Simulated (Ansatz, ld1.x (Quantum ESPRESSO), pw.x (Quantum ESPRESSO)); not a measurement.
**pw.x on diamond Ta: one setting changed**

Potential: norm-conserving Troullier–Martins (Kleinman–Bylander form), ld1.x (Quantum ESPRESSO) 7.5, LDA (PW92); core [Xe] 4f14, reference 5d4 6s1 6p0; waves: 6p (bound, empty): rc 3.70 bohr; 5d (bound): rc 2.75 bohr; 6s (bound): rc 2.30 bohr; local part: the s channel; core correction: a·sin(br)/r model core inside 1.10 bohr.

The reference run (k-mesh 8³, cutoffs 50/200 Ry, Fermi–Dirac 0.01 Ry, mixing_beta 0.4, conv_thr 1e-9, no spin) gives -0.30 GPa at 26.138 Å³/atom, where all-electron LAPW gives -0.04 GPa. This run, with its own iteration cap, changes k-mesh points per axis to 2.

```
&control
  calculation='scf', prefix='x', pseudo_dir='./', outdir='./tmp', tstress=.true., disk_io='none'
/
&system
  ibrav=0, nat=2, ntyp=1, ecutwfc=50, ecutrho=200, nbnd=12,
  occupations='smearing', smearing='fd', degauss=0.01
/
&electrons
  conv_thr=1e-09, mixing_beta=0.4, electron_maxstep=70
/
ATOMIC_SPECIES
Ta 1.0 Ta.UPF
CELL_PARAMETERS angstrom
  0.00000000 2.96772816 2.96772816
  2.96772816 0.00000000 2.96772816
  2.96772816 2.96772816 0.00000000
ATOMIC_POSITIONS crystal
Ta 0.0000 0.0000 0.0000
Ta 0.2500 0.2500 0.2500
K_POINTS automatic
2 2 2 0 0 0
```

```bash
pw.x < Ta.scf.in > Ta.scf.out
```

How does the run end?

It converges in 8 iterations; the free energy moves by +237.4 meV/atom and the pressure by +0.96 GPa.

```
Message from routine setup:
     using ibrav=0 with symmetry is DISCOURAGED, use correct ibrav instead
     lattice parameter (alat)  =       7.9312  a.u.
     unit-cell volume          =     352.7759 (a.u.)^3
     number of electrons       =        10.00
     number of Kohn-Sham states=           12
     kinetic-energy cutoff     =      50.0000  Ry
     charge density cutoff     =     200.0000  Ry
     scf convergence threshold =      1.0E-09
     Exchange-correlation= PW
     number of k points=     3  Fermi-Dirac smearing, width (Ry)=  0.0100
     iteration #  1     ecut=    50.00 Ry     beta= 0.40
     total energy              =     -72.54774583 Ry
     estimated scf accuracy    <       0.08978944 Ry
     iteration #  2     ecut=    50.00 Ry     beta= 0.40
     total energy              =     -72.55840296 Ry
     estimated scf accuracy    <       0.00750722 Ry
     iteration #  3     ecut=    50.00 Ry     beta= 0.40
     total energy              =     -72.55863617 Ry
     estimated scf accuracy    <       0.00186869 Ry
     iteration #  4     ecut=    50.00 Ry     beta= 0.40
     total energy              =     -72.55879552 Ry
     estimated scf accuracy    <       0.00003797 Ry
     iteration #  5     ecut=    50.00 Ry     beta= 0.40
     total energy              =     -72.55881771 Ry
     estimated scf accuracy    <       0.00000183 Ry
     iteration #  6     ecut=    50.00 Ry     beta= 0.40
     total energy              =     -72.55881757 Ry
     estimated scf accuracy    <       0.00000285 Ry
     iteration #  7     ecut=    50.00 Ry     beta= 0.40
     total energy              =     -72.55881801 Ry
     estimated scf accuracy    <          1.6E-09 Ry
     iteration #  8     ecut=    50.00 Ry     beta= 0.40
     the Fermi energy is     6.0037 ev
!    total energy              =     -72.55881803 Ry
     estimated scf accuracy    <          9.6E-10 Ry
     smearing contrib. (-TS)   =      -0.03405944 Ry
     The total energy is F=E-TS. E is the sum of the following terms:
     one-electron contribution =      11.11953442 Ry
     hartree contribution      =       1.39880238 Ry
     xc contribution           =     -61.03002367 Ry
     ewald contribution        =     -24.01307173 Ry
     convergence has been achieved in   8 iterations
          total   stress  (Ry/bohr**3)                   (kbar)     P=        6.65
     Message from routine punch:
     Nothing written, as per user request (disk_io='none')
```

The run took about 1 s on one core of a shared host (Neoverse-V2, 32 threads, 247 GiB, load 13).
